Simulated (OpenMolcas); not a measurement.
# How basis sets differ on BF (SMILES [B]F)

The species is BF (2 atoms), meant as a singlet with charge 0. As SMILES, `[B]F`. The coordinates come from a GFN2-xTB relaxation.

```xyz
2

B     0.0000    0.0000    0.0000
F     0.0000    0.0000    1.2444
```

Each level gives the dipole moment (D). The values are calculated.

```json
{"level": "HF/ANO-S-MB", "kind": "Hartree–Fock", "program": "OpenMolcas", "value (D)": "0.75", "CPU time": "1.7 s"}
{"level": "HF/STO-3G", "kind": "Hartree–Fock", "program": "OpenMolcas", "value (D)": "1.17", "CPU time": "1.5 s"}
{"level": "UHF/STO-3G", "kind": "Hartree–Fock", "program": "OpenMolcas", "value (D)": "1.17", "CPU time": "1.7 s"}
{"level": "HF/3-21G", "kind": "Hartree–Fock", "program": "OpenMolcas", "value (D)": "0.87", "CPU time": "2.7 s"}
{"level": "HF/6-31G** (spherical functions)", "kind": "Hartree–Fock", "program": "OpenMolcas", "value (D)": "0.97", "CPU time": "2.7 s"}
{"level": "HF/def2-SVP", "kind": "Hartree–Fock", "program": "OpenMolcas", "value (D)": "1.10", "CPU time": "2.7 s"}
{"level": "HF/def2-TZVPD", "kind": "Hartree–Fock", "program": "OpenMolcas", "value (D)": "0.98", "CPU time": "5.5 s"}
```

The values span 0.75 to 1.17 D. Magnitudes only: a small dipole may point the other way at some levels. Sets without polarisation functions give poor dipoles. Without the sets that lack polarisation functions the rows with a basis span only 0.97 to 1.10 D. Times are those of the runs behind each value, whatever else they computed, on shared processors of several kinds: orders of magnitude only.
